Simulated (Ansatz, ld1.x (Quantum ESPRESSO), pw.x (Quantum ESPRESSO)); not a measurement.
Li: one change to the TM potential, in the atom and in the fcc crystal

ld1.x (Quantum ESPRESSO) 7.5 input, shortened:

```
&input
   title='Li', zed=3., rel=1, dft='PBESOL', iswitch=3,
   config='[He] 2s1 2p0 3d-2'
 /
 &inputp
   pseudotype=2, tm=.true., lloc=0,
   nlcc=.false.
 /
3
2P  2  1   0.00   0.00  4.20  4.20  0.0
3D  3  2  -2.00   0.35  3.40  3.40  0.0
2S  1  0   1.00   0.00  3.50  3.50  0.0
 &test
   configts(1)='2s1 2p0'
 /
```

Change: wave 2p (bound): rc 4.20 bohr becomes 2p (bound): rc 3.06 bohr.

Cutoffs, loose and tight: the cutoffs (Ry, on a coarse ladder) from which the occupation-weighted sum of valence levels, in a spherical-Bessel basis at the reference potential, stays within 10 and 1 mRy of its value at 400 Ry. They do not see the model core or the augmentation charge, which bear on the density cutoff. Test errors are all-electron minus pseudo excitation energies from the reference, over the configurations 2s0.5 2p0; 2s0 2p1; variants that change the core or the reference have their own tests.

Crystal test: fcc Li in pw.x 7.5, no spin, 13³ k-points, Fermi–Dirac smearing 0.01 Ry, cutoffs set for each file from its atomic test. The reference is all-electron LAPW (Ansatz 0.2.0) with the same functional, mesh and smearing; V0 and B0 come from Birch–Murnaghan fits to the pressures at five volumes. Errors are pseudo minus all-electron; Δ is the rms difference of the E(V) curves that follow from these fits, minima aligned, over ±6 % about the mean V0. Mesh and smearing are coarse, so the numbers serve the comparison and aren't converged zero-temperature values; the lattice is a test structure that the element need not adopt.

All-electron: a0 = 4.327 Å (V0 = 20.25 Å³/atom), B0 = 13.5 GPa.

Does the change bring the crystal closer to the all-electron result?

The mean pressure error goes from -1.04 to -0.74 GPa, so the change moves the solid closer to the all-electron pressures. Neither pressure curve crosses zero within the volumes sampled, so no fits are given.

```json
{"quantity": "outcome (atom)", "base": "generated", "changed": "generated"}
{"quantity": "cutoff, loose (atom)", "base": "6 Ry", "changed": "6 Ry"}
{"quantity": "cutoff, tight (atom)", "base": "6 Ry", "changed": "6 Ry"}
{"quantity": "bound ghosts (atom)", "base": "none", "changed": "none"}
{"quantity": "largest test error (meV) (atom)", "base": "-4.0", "changed": "-2.7"}
{"quantity": "cutoffs in pw.x (Ry)", "base": "35/140", "changed": "35/140"}
{"quantity": "mean pressure error (GPa)", "base": "-1.04", "changed": "-0.74"}
```

Base: The largest radius (4.20 bohr) exceeds half the bond length (2.89 bohr), so the spheres overlap, which is one possible source of error among others. This is a poor potential for the solid. Changed file: The largest radius (3.50 bohr) exceeds half the bond length (2.89 bohr), so the spheres overlap, which is one possible source of error among others. This is a poor potential for the solid. The atomic cutoffs weigh occupied waves only.
